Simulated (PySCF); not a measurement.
How good is the calculation?

Atoms are numbered as in `[O:1]=[C:2]=[C:3]=[C:4]=[O:5]`.

What is known from experiment: δ 13C C2/C4 136.7; C3 -7.6 ppm (measured; gas or nonpolar solvent (not told per row); T. W. Keal, PhD thesis, Durham 2005).

Computational details: geometry from PBE0-D3(BJ)/def2-SVP, σ from GIAO-PBE0/pcSseg-1, in PySCF 2.14.0 with density-fitted response routines (averaged over atoms made equivalent by symmetry, fast rotation or ring inversion, one computed conformer, relativity neglected, no solvent model).

Task: Set the calculated values beside the experiment.

Result: 
Reference values: measured (gas or nonpolar solvent (not told per row); T. W. Keal, PhD thesis, Durham 2005).
| atoms | quantity | reference | computed |
| --- | --- | --- | --- |
| C2/C4 | δ 13C vs CH4 | 136.7 | 129.3 |
| C3 | δ 13C vs CH4 | -7.6 | -14.1 |

Computed shifts are σ(ref) − σ with the named reference compound (TMS for H and C) calculated as an isolated molecule at the same level. The measured values may be among those fitted. Shieldings were converted by linear fits to measured shifts (mostly CDCl3, TMS scale, for H and C): 13C (scatter 1.9 ppm rms, 2.3 ppm with the 23 outliers that the fit left out). Occasional misses reach two or three times the rms, and more in compound classes unlike the fitted ones.

Task: How far are the unscaled 13C shifts from the references?

Result: Mean signed difference -6.95 ppm, mean absolute 6.95 ppm over 2 comparisons; the largest is -7.4 ppm at C2/C4 (central carbon of a ketene).
